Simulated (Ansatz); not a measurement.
Two shapes of singlet C4H8.

Shape 1:

```xyz
12

C     1.0735    0.0057    0.1354
C     0.0069    1.0818   -0.1305
C    -1.0687   -0.0071    0.1248
C    -0.0097   -1.0774   -0.1283
H     1.3956    0.0002    1.1737
H     1.9769   -0.0047   -0.5191
H     0.0005    1.3953   -1.1828
H     0.0002    1.9811    0.5122
H    -1.9735    0.0096   -0.5111
H    -1.4045    0.0095    1.1756
H    -0.0071   -1.9773    0.5159
H     0.0044   -1.3979   -1.1848
```

Shape 2:

```xyz
12

C     1.1196   -0.0175    0.1123
C     0.0392    1.0714   -0.0966
C    -1.1170    0.0265    0.1200
C    -0.0088   -1.1030   -0.1680
H     1.4163    0.0348    1.2124
H     1.9716    0.0444   -0.5356
H     0.0237    1.4447   -1.1963
H    -0.0454    1.9566    0.4974
H    -1.9215    0.0061   -0.5150
H    -1.3736    0.0373    1.1661
H    -0.0411   -1.9898    0.5340
H     0.0258   -1.4081   -1.1360
```

Basis set: STO-3G (spherical functions). Left uncorrelated: 4 orbitals. Charge 0, multiplicity 1.

Computed with Ansatz (development build ahead of 0.2.0); each method stands on the lowest determinant of its kind that the runs found.

Task: Which shape is lower in energy, and by how much in each method?

Result:

```
 method  E(2) − E(1) (eV)
    RHF             0.641
RHF-MP2             0.599
```

Shape 1 is lower.
